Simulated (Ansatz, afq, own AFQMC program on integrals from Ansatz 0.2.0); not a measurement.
Two steps: Ansatz 0.2.0 writes the Fock matrix and Cholesky factors of the valence space, and afq projects on them the lowest state that overlaps trial and start.

```yaml
crystal:
  periodic: [false, false, false]
  atoms:
    - {symbol: O, position_ang: [0.000000, 0.000000, 0.000000]}
    - {symbol: C, position_ang: [0.000000, 0.000000, 1.527000]}
basis:
  gaussian: {orbitals: 6-31G}
magnetization: {spin_polarized: true, initial_magnetization: 0}
correlation: {method: ccsd_t, electrons: outside_noble_gas, hamiltonian_folder: ham}
```

```sh
$ ansatz run in.yaml --threads 1 --pin off --events-out ev --progress --plain --max-ram 24576MiB --backend cuda --devices 0, --max-vram 18GiB
```

afq runs on the folder ham with

```
--method free --trial cid --walkers 200 --time-step 0.02 --max-blocks 60 --target-error 0.00152 --factor-cut 1e-05 --seed 8313 --times 0.0,0.2,0.4,0.8,1.2 --taylor-order 10
```

Times are imaginary, in 1/Eh. The walk had a cap of 60 s.

afq prints:

```
orbitals 16  electrons 5 5  factors 90 of 202
reference energy -112.52577524 Eh
CCSD correlation -0.23728720 Eh in 18 cycles, weight of the determinant in the CISD state 0.5074
repeat  energy at the last time / Eh  error
    10  -112.780837  0.003371
    20  -112.780544  0.002340
    30  -112.780659  0.001743
    40  -112.781314  0.001570
    50  -112.780754  0.001416
time / (1/Eh)  energy / Eh  error  mean overlap
  0.00  -112.760720  0.000997  1.3331
  0.20  -112.771915  0.000857  1.3305
  0.40  -112.776428  0.000793  1.3390
  0.80  -112.778834  0.000878  1.3483
  1.20  -112.780550  0.001400  1.3592
energy -112.780550 +/- 0.001400 Eh
```

The run passed its tests (error under three times the target), which doesn't prove that it has relaxed.

Against this walk (error 38.1 meV) on the same determinant: CCSD(T) 135.7 meV higher, CCSDT(Q) 241.5 meV lower, CCSDTQ 95.5 meV lower, full CI 93.0 meV lower. The error is statistical, and a free projection of finite length keeps a remainder of its start. The determinant has ⟨S²⟩ = 0.81, so the low cluster orders mix in higher spin, and so can this walk. The projection is still falling at its last time (meV from the last point: 540 ± 27 at 0.00, 235 ± 23 at 0.20, 112 ± 22 at 0.40, 47 ± 24 at 0.80, 0 ± 38 at 1.20), so its energy is a cut-off value, and the gaps above aren't errors of the other methods. The determinant is a poor start (see the cautions), so the low cluster orders aren't to be relied on, and full CI is the sure value.

Cautions: remainder of the start not in the error; start is not spin pure; strong correlation (T1 0.159, weight of the determinant 0.51, largest double 0.24); (Q) is large, 181 meV, so the cluster series hasn't closed; unrestricted determinant spin contaminated (⟨S²⟩ 0.81 against 0.00); CCSD(T) is in doubt: in a space of 8 electrons in 8 natural orbitals full CI lies 175 meV below it.

The walk took 6.2 s on 1 × NVIDIA H100 80GB HBM3 with 2 threads of AMD EPYC 7R13 Processor (Zen 3) (shared host) (the card was shared). The log's last line is the free-projection energy.

CCSDT and higher add their correlation energy to the determinant of the CCSD(T) run, since their own runs factorise the integrals more tightly (a shift of under 2 meV). A walk keeps the symmetry of its determinant, which the program's search chose and which needn't be the lowest solution, so a lower state of the same spin and another symmetry isn't excluded.
